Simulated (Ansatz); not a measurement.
The cluster AlSi2⁺. Charge 1, multiplicity 1. Geometry PBE0-D4/def2-TZVP; atoms count from 1.

```tsv
atom	x (Å)	y (Å)	z (Å)
Al1	-0.0833	-1.2967	-0.4799
Si2	-0.7817	0.4291	0.9757
Si3	0.8650	0.8676	-0.4958
```

The restricted singlet is unstable: a solution with broken spin symmetry lies lower. At PBE0-D4/def2-TZVP a triplet of charge 1 lies 0.18 eV below the restricted singlet, each at its own geometry. The structure comes from a short search, and lower isomers may exist.

Question: Estimate the Mulliken populations from the PBE0/def2-TZVP orbitals of Ansatz.

Answer: 
| atom | charge (e) |
| --- | --- |
| Al1 | 0.54 |
| Si2 | 0.23 |
| Si3 | 0.23 |
Mulliken values depend strongly on the basis.

Question: And the Mayer bond orders between heavy atoms (over 0.3)?

Answer: Al1–Si2 1.19 (2.36 Å); Al1–Si3 1.19 (2.36 Å); Si2–Si3 1.52 (2.25 Å).
